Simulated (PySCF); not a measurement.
How methods differ on the ionisation energy of Si

Si [Ne] 3s2 3p2 (3P) → Si⁺ [Ne] 3s2 3p1 (2P), as a difference of total energies. Computed with PySCF 2.14 in aug-cc-pVDZ-DK, with the spin-free X2C one-electron Hamiltonian (Gaussian nucleus). Correlated levels: valence: [Ne] frozen. The calculations carry no spin-orbit coupling.

```csv
method,ionisation energy (eV)
UHF,7.640
LDA,8.234
PBE,8.200
PBE0,8.220
r2SCAN,8.324
B2PLYP,7.989
wB97X-V,8.037
BHandHLYP,7.989
MN15,8.098
MP2 (valence),7.952
SCS-MP2 (valence),7.873
```

Problem. How much does correlation contribute at MP2 (valence)?

Solution. 7.952 − (7.640) = 0.312 eV, measured against UHF.

Errors of the correlated levels include the incompleteness of this basis and the frozen core.

For comparison: 8.157 eV (measured; NIST levels, between the centres of gravity of the two terms).
